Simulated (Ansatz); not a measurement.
Rock-salt ZrC, treated with PBE (PAW; Ansatz, a quantum-chemistry and plane-wave program).

Run with plane-wave cutoff 520 eV, 16×16×16 k mesh, Fermi–Dirac smearing 0.1 eV, perturbation theory, force constants from a 4×4×4 q mesh, scalar-relativistic PAW data made under PBE.

Computed at the level's own relaxed cell. Harmonic vibrational thermodynamics at fixed volume:

```json
[
 {"T (K)": "100", "S_vib (J/K per mol of atoms)": "3.07", "C_V (J/K per mol of atoms)": "6.67", "F_vib (eV/atom)": "0.0672"},
 {"T (K)": "200", "S_vib (J/K per mol of atoms)": "?", "C_V (J/K per mol of atoms)": "?", "F_vib (eV/atom)": "?"},
 {"T (K)": "300", "S_vib (J/K per mol of atoms)": "?", "C_V (J/K per mol of atoms)": "?", "F_vib (eV/atom)": "?"},
 {"T (K)": "400", "S_vib (J/K per mol of atoms)": "?", "C_V (J/K per mol of atoms)": "?", "F_vib (eV/atom)": "?"},
 {"T (K)": "500", "S_vib (J/K per mol of atoms)": "?", "C_V (J/K per mol of atoms)": "?", "F_vib (eV/atom)": "?"},
 {"T (K)": "900", "S_vib (J/K per mol of atoms)": "?", "C_V (J/K per mol of atoms)": "?", "F_vib (eV/atom)": "?"},
 {"T (K)": "1000", "S_vib (J/K per mol of atoms)": "?", "C_V (J/K per mol of atoms)": "?", "F_vib (eV/atom)": "?"}
]
```

Problem. What belongs in the gaps?

Solution. 
- 200, S_vib (J/K per mol of atoms): 10.37
- 200, C_V (J/K per mol of atoms): 14.65
- 200, F_vib (eV/atom): 0.0603
- 300, S_vib (J/K per mol of atoms): 17.23
- 300, C_V (J/K per mol of atoms): 19.01
- 300, F_vib (eV/atom): 0.0459
- 400, S_vib (J/K per mol of atoms): 23.04
- 400, C_V (J/K per mol of atoms): 21.22
- 400, F_vib (eV/atom): 0.0250
- 500, S_vib (J/K per mol of atoms): 27.91
- 500, C_V (J/K per mol of atoms): 22.43
- 500, F_vib (eV/atom): -0.0015
- 900, S_vib (J/K per mol of atoms): 41.68
- 900, C_V (J/K per mol of atoms): 24.11
- 900, F_vib (eV/atom): -0.1482
- 1000, S_vib (J/K per mol of atoms): 44.23
- 1000, C_V (J/K per mol of atoms): 24.27
- 1000, F_vib (eV/atom): -0.1927

The crystal is taken as a harmonic solid at every temperature: melting, phase changes and thermal expansion are not seen, nor the electrons' share in a metal.
